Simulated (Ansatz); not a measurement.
Cubic perovskite BaTiO3 (cubic high-temperature phase), treated with PBE (Ansatz, a first-principles code, PAW).

Settings: plane-wave cutoff 520 eV, 6×6×6 k mesh, perturbation theory, no spin polarisation, scalar-relativistic PAW data made under PBE.

The cell has the measured lattice parameters. Conventional cell: a = 4.0010 Å, b = 4.0010 Å, c = 4.0010 Å, α = 90.00°, β = 90.00°, γ = 90.00°.

Space group Pm-3m (No. 221); a = b = c = 4.001 Å, α = β = γ = 90.00°

```json
[
 {"atom": "Ba", "site": "1a", "symmetry": "m-3m", "x": "0.0000", "y": "0.0000", "z": "0.0000"},
 {"atom": "Ti", "site": "1b", "symmetry": "m-3m", "x": "0.5000", "y": "0.5000", "z": "0.5000"},
 {"atom": "O", "site": "3c", "symmetry": "4/mm.m", "x": "0.0000", "y": "0.5000", "z": "0.5000"}
]
```

Harmonic phonon frequencies (cm⁻¹; i marks an imaginary mode; at Γ without the LO shift):

```csv
q point,frequencies
Γ,223i 223i 223i 0 0 0 170 170 170 281 281 281 461 461 461
X,191i 191i 106 106 149 194 194 270 320 331 331 427 427 516 640
M,165i 105 105 105 199 277 277 341 344 344 371 434 434 462 697
```

Imaginary modes appear, so the structure is dynamically unstable at this level.

Note: the run finds an imaginary mode (223i cm⁻¹), so the cell is a saddle point at this level; the cell isn't this level's own, so it is under some stress, which shifts stiffness and frequencies.
